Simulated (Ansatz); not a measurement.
# CHBS (triplet): from Hartree-Fock to the top rungs at distance C2–H4 = 0.980 Å, cc-pVDZ

How much of the correlation energy of CHBS (triplet) does each wave-function method recover here?

Program: Ansatz 0.2.0, Gaussian basis. Level of theory: cc-pVDZ, correlated electrons: outside noble gas. These are calculated values, not measurements.

To be run: UHF; CCSD(T) on ROHF; CCSD(T) on UHF; BCCD(T) on ROHF; CISD; CCSDT(Q) on ROHF; CCSDT(Q) on UHF; CASSCF and MRCISD+Q, 4 electrons in 4 orbitals; CASSCF and NEVPT2, 4 electrons in 4 orbitals.

## (1) The system

The geometry derives from a PBE0/def2-TZVP stationary point (not a proven minimum). One bond is set to the value named and the two fragments are kept rigid.

4 atoms, charge 0, spin multiplicity 3.

Atoms are counted from 1 here; the program's logs count them from 0.

Bond lengths: B1–C2 1.415 Å, B1–S3 1.834 Å, C2–S3 1.766 Å, C2–H4 0.980 Å. Angles: C2–B1–S3 64.4°, B1–C2–S3 69.4°, B1–C2–H4 162.5°, S3–C2–H4 128.1°, B1–S3–C2 46.2°.

In the tables R marks a restricted open-shell determinant and U an unrestricted one; 'pair' is the active space of 4 electrons in 4 orbitals; correlation energies count from the lowest restricted Hartree-Fock solution.

## (2) UHF

The input, in.yaml:

```yaml
crystal:
  periodic: [false, false, false]
  atoms:
    - {symbol: B, position_ang: [0.000000, -0.939256, 0.806335]}
    - {symbol: C, position_ang: [0.000000, 0.457979, 1.027581]}
    - {symbol: S, position_ang: [0.000000, 0.103172, -0.702826]}
    - {symbol: H, position_ang: [0.000000, 1.334836, 1.465213]}
basis:
  gaussian: {orbitals: cc-pVDZ}
magnetization: {spin_polarized: true, initial_magnetization: 2}
hamiltonian: {xc: hf}
output: {orbitals: {seedname: orbitals}}
```

The run is started by

```bash
> ansatz run in.yaml --threads 1 --pin off --events-out ev --progress --plain --max-ram 2393MiB
```

After this run come: CCSD(T) on ROHF; CCSD(T) on UHF; BCCD(T) on ROHF; CISD; CCSDT(Q) on ROHF; CCSDT(Q) on UHF; CASSCF and MRCISD+Q, 4 electrons in 4 orbitals; CASSCF and NEVPT2, 4 electrons in 4 orbitals.

Q: Predict the results of all the runs planned. Wanted: correlation energy, UCCSDT(Q); RMP2 from UCCSDT(Q); UMP2 from UCCSDT(Q); RCCSD from UCCSDT(Q); RCCSD(T) from UCCSDT(Q); UCCSD(T) from UCCSDT(Q); RCCSDT(Q) from UCCSDT(Q); NEVPT2 pair from UCCSDT(Q); MRCISD+Q pair from UCCSDT(Q).

As calculated:

```
                                      quantity                      value
                 correlation energy, UCCSDT(Q)                 -9.6155 eV
                           RMP2 from UCCSDT(Q)                +1090.0 meV
                           UMP2 from UCCSDT(Q)                +1187.8 meV
                          RCCSD from UCCSDT(Q)                 +469.6 meV
                       RCCSD(T) from UCCSDT(Q)                  +60.7 meV
                       UCCSD(T) from UCCSDT(Q)                  +63.0 meV
                      RCCSDT(Q) from UCCSDT(Q)                   +2.6 meV
                    NEVPT2 pair from UCCSDT(Q)                +1141.4 meV
                  MRCISD+Q pair from UCCSDT(Q)                 +304.0 meV
levels of the table within 1 kcal/mol (43 meV)  RCCSDT, UCCSDT, RCCSDT(Q)
                                 T1 diagnostic                      0.026
```

RCCSD(T) lands +60.7 meV from the yardstick (0.6 % of the correlation energy). Of the multireference levels listed MRCISD+Q pair comes nearest in total energy (+304.0 meV), which doesn't show that its space is the better one. These misses are within one basis, not against nature; the frozen cores of restricted and unrestricted runs differ, which can shift their rows.
